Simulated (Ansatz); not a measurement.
Antiferromagnetic (type II) rock-salt MnS was calculated with r²SCAN+rVV10 in Ansatz (PAW).

Run with plane-wave cutoff 560 eV, 10×10×10 k mesh, Fermi–Dirac smearing 0.01 eV, spin-polarised with opposed moments, scalar-relativistic PAW data made under PBE.

Shape and atoms are relaxed at each volume.

Pressure at four volumes; x = ln(V/17.035 Å³). One pressure is withheld.

| V (Å³/atom) | x | P (GPa) |
|---|---|---|
| 16.353 | -0.0409 | 3.81 |
| 17.035 | 0.0000 | -0.01 |
| 17.375 | 0.0198 | -1.66 |
| 17.716 | 0.0392 | ? |

Pass a parabola P(x) through the three rows shown, estimate the bulk modulus and its pressure derivative near zero pressure, and predict the withheld pressure.

Slopes between the rows: (-0.01 − (3.81))/(0.0000 − (-0.0409)) = -93.40 and (-1.66 − (-0.01))/(0.0198 − (0.0000)) = -83.33 GPa. Their difference over the span 0.0607 is c = 10.07/0.0607 = 165.9 GPa, so P(x) = 3.81 + (-93.40)(x − (-0.0409)) + 165.9 (x − (-0.0409))(x − (0.0000)). At the middle row B = −dP/dx = −[-93.40 + 165.9 × 0.0409] = 86.6 GPa, and B′ = dB/dP = 2c/B = 3.8. At x = 0.0392 the parabola gives -3.15 GPa; the run gives -3.15 GPa. The Birch–Murnaghan fit to the energies at all volumes has B0 = 86.5 GPa and B′ = 3.8.

Measured, for comparison: bulk modulus 75 ± 2 GPa (room temperature, not corrected to a static lattice, our sources range from 72.0 to 88.0; as tabulated in Sweeney, Heinz, compression of alpha-MnS (alabandite), Phys. Chem. Miner. 20 …). Computed (rounded) less measured: bulk modulus not scored (sources differ).

Note: the bulk modulus comes from volumes at which shape and atoms were relaxed.

Ansatz is an electronic-structure program.
